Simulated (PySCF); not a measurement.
**BH: basis, grid and Hamiltonian**

The method stays; parts of the set-up, such as the basis or the Hamiltonian, are changed.

Computed with PySCF 2.14.0. Level: each script names its method and basis.

1 further run of the same task is left out (it didn't finish).

## (1) The starting structure

BH: 2 atoms, charge 0, spin multiplicity 1.

Bond lengths: B1–H2 1.135 Å.

## (2) The base run

input.py

```python
from pyscf import gto, dft

mol = gto.M(
    atom='B 0 0 0; H 0 0 1.135',
    basis='sto-3g',
    charge=0,
    spin=0,
    symmetry=True,
    verbose=4,
)
mf = dft.UKS(mol, xc='pw91')
mf.kernel()
mf.dip_moment()
print('orbital energies (hartree):', [e[max(0, n-3):n+3].round(4) for e, n in zip(mf.mo_energy, mol.nelec)])
```

On the command line:

```sh
$ OMP_NUM_THREADS=1 python input.py
```

The log of this run is left out.

In short: E(SCF) = -24.882772 Eh, 5 cycles, μ = 1.06 D.

The bond length is a typed value, not an optimised one.

## (3) Ano-rcc-vdzp (X2C on)

Variant 1 changes basis set: sto-3g → ano-rcc-vdzp; spin-free X2C: off → on.

input.py

```python
from pyscf import gto, dft

mol = gto.M(
    atom='B 0 0 0; H 0 0 1.135',
    basis='ano-rcc-vdzp',
    charge=0,
    spin=0,
    symmetry=True,
    verbose=4,
)
mf = dft.UKS(mol, xc='pw91')
mf = mf.sfx2c1e()
mf.kernel()
mf.dip_moment()
print('orbital energies (hartree):', [e[max(0, n-3):n+3].round(4) for e, n in zip(mf.mo_energy, mol.nelec)])
```

On the command line:

```sh
$ OMP_NUM_THREADS=1 python input.py
```

## (4) Density fitting def2-universal-jkfit

Variant 2 changes density fitting: none → def2-universal-jkfit.

Changes to input.py since step 2:

```diff
@@ -11,2 +11,3 @@
 mf = dft.UKS(mol, xc='pw91')
+mf = mf.density_fit(auxbasis='def2-universal-jkfit')
 mf.kernel()
```

## (5) Cartesian functions on

Variant 3 changes Cartesian functions: off → on.

Changes to input.py since step 2:

```diff
@@ -8,2 +8,3 @@
     symmetry=True,
+    cart=True,
     verbose=4,
```

## (6) Density fitting weigend

Variant 4 changes density fitting: none → weigend.

Changes to input.py since step 2:

```diff
@@ -11,2 +11,3 @@
 mf = dft.UKS(mol, xc='pw91')
+mf = mf.density_fit(auxbasis='weigend')
 mf.kernel()
```

What does the calculation give? Wanted: for each run, E(SCF); from base; gap; SCF dipole.

**Answer**, as computed:

```
                                 run  E(SCF) (hartree)  from base (eV)  cycles  gap (eV)  SCF dipole (D)  functions
                                base        -24.882772               0       5      2.05            1.06          6
               ano-rcc-vdzp (X2C on)        -25.264061  not comparable       6      1.93            1.89         19
density fitting def2-universal-jkfit        -24.883052         -0.0076       5      2.05            1.06          6
              Cartesian functions on        -24.882772          0.0000       5      2.05            1.06          6
             density fitting weigend        -24.883171         -0.0109       5      2.05            1.06          6
```

With Cartesian functions on the SCF ends at the base energy. The basis has no d shells, so the Cartesian switch can't act. The largest comparable shift of the SCF energy, -0.011 eV, comes with the run “density fitting weigend”.
